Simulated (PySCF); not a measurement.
Geometries of 2 isomers of C2H7B, from PySCF, PBE0-D3(BJ)/def2-SVP geometry optimisation, gas phase. One conformer each, no zero-point energy, no frequencies.

Task: Which is lower in electronic energy at this level?
A.
```xyz
10
angstrom
B     -0.284   -0.485   -0.019
C      1.277   -0.552   -0.003
H      1.539   -0.815    1.043
H      1.791    0.393   -0.233
H      1.691   -1.368   -0.615
C     -1.102    0.847    0.008
H     -1.484    0.975   -1.025
H     -0.525    1.750    0.256
H     -2.003    0.789    0.638
H     -0.902   -1.533   -0.050
```
B.
```xyz
10
angstrom
B      1.322    0.311    0.455
C      0.002   -0.362   -0.025
C     -1.324    0.177    0.497
H      2.387   -0.110    0.058
H      1.327    1.253    1.218
H      0.039   -0.341   -1.134
H      0.112   -1.445    0.186
H     -1.377    0.109    1.594
H     -2.189   -0.370    0.090
H     -1.453    1.239    0.236
```

Result: A. That is `[H]B(C)C` (BMe2H), 15.1 kcal/mol below the other.

```tsv
SMILES	atoms numbered as above	E (Eh)	relative (kcal/mol)	relative (kJ/mol)	dipole (D)
[H]B(C)C	–	-105.05813	0.0	0.0	0.47
BCC	[BH2:1][CH2:2][CH3:3]	-105.03414	15.1	63.0	0.73
```
